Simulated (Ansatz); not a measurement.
The inner images of a band of BFH2 + H4Si (9 atoms, charge 0, multiplicity 1) are given out of order.

Theory: RKS r2SCAN/6-31G* in Ansatz 0.2.0.

Image 0:

```xyz
9
Properties=species:S:1:pos:R:3
B 0.036 -0.633 -0.102
H -0.082 -1.307 0.883
F 1.263 -0.378 -0.540
H -0.887 -0.209 -0.742
Si 0.061 2.672 1.149
H 0.924 3.251 2.211
H 0.739 2.770 -0.168
H -1.242 3.386 1.106
H -0.190 1.236 1.467
```

Image 8:

```xyz
9
Properties=species:S:1:pos:R:3
B 0.307 0.637 -0.361
H -0.921 -0.752 1.958
F 1.478 0.007 -0.377
H -0.610 0.081 -0.910
Si 0.187 2.478 0.508
H 1.132 2.628 1.651
H 0.546 3.508 -0.515
H -1.194 2.779 0.981
H -0.302 -0.578 2.330
```

Task: Put them in order from the first end to the last, with their energies above the first end.
A.
```xyz
9
Properties=species:S:1:pos:R:3
B 0.070 0.007 0.211
H -0.443 -0.779 0.969
F 1.391 -0.146 -0.120
H -0.706 0.404 -0.627
Si 0.070 2.284 0.867
H 1.003 2.709 1.938
H 0.582 2.789 -0.431
H -1.313 2.751 1.108
H -0.030 0.768 1.350
```
B.
```xyz
9
Properties=species:S:1:pos:R:3
B 0.142 0.265 0.210
H -0.484 -0.539 1.028
F 1.397 -0.200 -0.102
H -0.770 0.261 -0.577
Si 0.119 2.282 0.757
H 1.030 2.638 1.881
H 0.595 2.982 -0.466
H -1.259 2.738 1.093
H -0.148 0.360 1.441
```
C.
```xyz
9
Properties=species:S:1:pos:R:3
B 0.048 -0.250 0.068
H -0.340 -0.974 0.943
F 1.349 -0.271 -0.254
H -0.715 0.287 -0.694
Si 0.058 2.429 1.017
H 0.968 2.998 2.040
H 0.581 2.688 -0.344
H -1.334 2.922 1.157
H 0.007 0.960 1.332
```
D.
```xyz
9
Properties=species:S:1:pos:R:3
B 0.018 -0.470 -0.052
H -0.252 -1.177 0.878
F 1.284 -0.404 -0.450
H -0.808 0.121 -0.695
Si 0.077 2.559 1.110
H 0.897 3.274 2.122
H 0.678 2.706 -0.238
H -1.318 3.069 1.115
H 0.046 1.111 1.475
```
E.
```xyz
9
Properties=species:S:1:pos:R:3
B 0.269 0.574 -0.264
H -0.740 -0.764 1.750
F 1.430 -0.072 -0.309
H -0.678 0.019 -0.762
Si 0.193 2.445 0.540
H 1.165 2.633 1.657
H 0.535 3.429 -0.531
H -1.174 2.775 1.037
H -0.378 -0.251 2.148
```
F.
```xyz
9
Properties=species:S:1:pos:R:3
B 0.238 0.505 -0.129
H -0.620 -0.648 1.539
F 1.387 -0.166 -0.205
H -0.733 0.004 -0.637
Si 0.183 2.406 0.599
H 1.129 2.674 1.722
H 0.546 3.299 -0.540
H -1.192 2.765 1.051
H -0.315 -0.051 1.866
```
G.
```xyz
9
Properties=species:S:1:pos:R:3
B 0.201 0.422 0.058
H -0.529 -0.545 1.273
F 1.374 -0.215 -0.123
H -0.763 0.070 -0.576
Si 0.160 2.360 0.677
H 1.074 2.694 1.808
H 0.567 3.149 -0.517
H -1.226 2.756 1.070
H -0.235 0.097 1.595
```

Result: D (+1.2 kJ/mol), C (+9.4 kJ/mol), A (+35.2 kJ/mol), B (+97.8 kJ/mol), G (+78.2 kJ/mol), F (+56.8 kJ/mol), E (+47.9 kJ/mol).

Time of the run: 7.6 min on 1 thread of Arm Neoverse V2, with other jobs on the host, peak memory 0.12 GiB.
